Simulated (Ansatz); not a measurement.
C5H7N can be A, `Cc1cc[nH]c1`, or B, `Cc1ccc[nH]1`.

Program: Ansatz. Geometries: PBE0-D4/def2-TZVP. ΔE: electronic, gas phase. CBS: MP2 limit from def2 TZ/QZ plus the TZ coupled-cluster correction, frozen cores. DFT in def2-TZVPP. B3LYP here is the variant with VWN-RPA as its local correlation; programs differ in this.

A:

```xyz
13

C    -1.9010   -0.2747   -0.2988
C    -0.4442   -0.0633   -0.0692
C     0.6216   -0.8775   -0.5390
C     1.7966   -0.3240   -0.1015
N     1.4867    0.7921    0.6140
C     0.1318    0.9610    0.6401
H    -2.2361   -1.2349    0.1040
H    -2.1446   -0.2693   -1.3653
H    -2.4922    0.5088    0.1794
H     0.5309   -1.7736   -1.1342
H     2.8191   -0.6351   -0.2424
H     2.1523    1.3990    1.0548
H    -0.3210    1.7917    1.1582
```

B:

```xyz
13

C     1.794    0.677   -0.156
C     0.387    0.213   -0.063
C    -0.790    0.823   -0.425
C    -1.852   -0.065   -0.118
C    -1.295   -1.192    0.423
N     0.059   -1.010    0.450
H     1.824    1.676   -0.591
H     2.401    0.022   -0.790
H     2.276    0.728    0.825
H    -0.872    1.805   -0.864
H    -2.906    0.105   -0.276
H    -1.746   -2.101    0.787
H     0.722   -1.679    0.797
```

Which is lower in electronic energy at CCSD(T)/CBS, and by how much? (Best estimate.)

The calculation gave: B, by 1.3 kcal/mol.

Give E(B) − E(A) in kcal/mol with CCSD(T)/def2-SVP, PBE0-D4, r2SCAN-D4, CCSD/def2-TZVPP, B3LYP-D4, B2PLYP, PBE-D4. (An estimate is asked.)

The calculation gave: CCSD(T)/def2-SVP -1.1, PBE0-D4 -1.3, r2SCAN-D4 -1.4, CCSD/def2-TZVPP -1.3, B3LYP-D4 -1.3, B2PLYP -1.3, PBE-D4 -1.2. None reverses the order clearly.

Does the order hold for the free energy at 298.15 K (harmonic terms from PBE0-D4)? (An estimate is asked.)

Ansatz gave: Yes: G(B) − G(A) = -1.4 kcal/mol.

Largest T1 diagnostic: 0.011.

Leaving LDA and LC-ωPBE aside and taking each functional with its dispersion term where it has one, the values, not all of them listed here, spread over 0.2 kcal/mol, from r2SCAN0-D4 to PBE-D4.
